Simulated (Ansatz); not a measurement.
in.yaml

```yaml
crystal:
  periodic: [false, false, false]
  atoms:
    - {symbol: C, position_ang: [-0.127357, 0.000000, 0.000000]}
    - {symbol: H, position_ang: [-0.490563, 1.027301, 0.000000]}
    - {symbol: H, position_ang: [-0.490563, -0.513650, 0.889668]}
    - {symbol: H, position_ang: [-0.490563, -0.513650, -0.889669]}
    - {symbol: H, position_ang: [1.002643, 0.000000, 0.000000]}
    - {symbol: H, position_ang: [1.986643, 0.000000, 0.000000]}
basis:
  gaussian: {orbitals: 6-31G}
magnetization: {spin_polarized: false, initial_magnetization: 1}
correlation: {method: sc_nevpt2, electrons: outside_noble_gas, active_space: {window: {electrons: 3, orbitals: 3}}}
```

```sh
$ ansatz run in.yaml --threads 1 --pin off --events-out ev --progress --plain --max-ram 2393MiB
```

Q: Roughly how long does this take on 1 thread of Arm Neoverse V1, shared host, and how much host memory?

A: 0.21 s wall and 0.15 GiB.

```
287 factors; integrals over basis functions are off by at most 4.8e-4 eV
mean field evaluation 1: about -1104.8923 eV, gradient 1.5e1 eV
mean field evaluation 2: about -1104.8884 eV, gradient 1.5e1 eV
mean field evaluation 4: about -1105.7077 eV, gradient 2.2e0 eV
mean field evaluation 8: about -1105.7551 eV, gradient 7.4e-3 eV
mean field -1105.75509553 eV, -40.6357502529 hartree, gradient 7.0e-6 eV, S^2 0.750000; 0 other end points of the search recorded, 0 dependent functions left out
reference -1105.75509553 eV, -40.6357502529 hartree; 6, 5 occupied and 13, 14 virtual orbitals, 287 factors
state -1106.28691705 eV, -40.6552943334 hartree
state -1106.28691705 eV, -40.6552943334 hartree; corrected -1108.77490455 eV, -40.7467261875 hartree
state -1106.18531135 eV, -40.6515603928 hartree
state -1106.18531135 eV, -40.6515603928 hartree; corrected -1108.73490525 eV, -40.7452562403 hartree
state -1106.28691705 eV, -40.6552943334 hartree; corrected -1108.77490455 eV, -40.7467261875 hartree
2 active orbitals were swapped for others, from the solution at -1106.18531125 eV, -40.6515603890 hartree to that at -1106.28691701 eV, -40.6552943320 hartree; typed "places" are swapped only where nearly empty or full, and so, without "given_window_search", are "orbital_numbers", "shells" and a window whose orbitals a file names under [Active]
Total energy: -1108.77490455 eV, -40.7467261875 hartree
```

Natural occupations: 1.9802 1.0002 0.0196.

For the same geometry and basis full CI lies 527.0 meV lower.
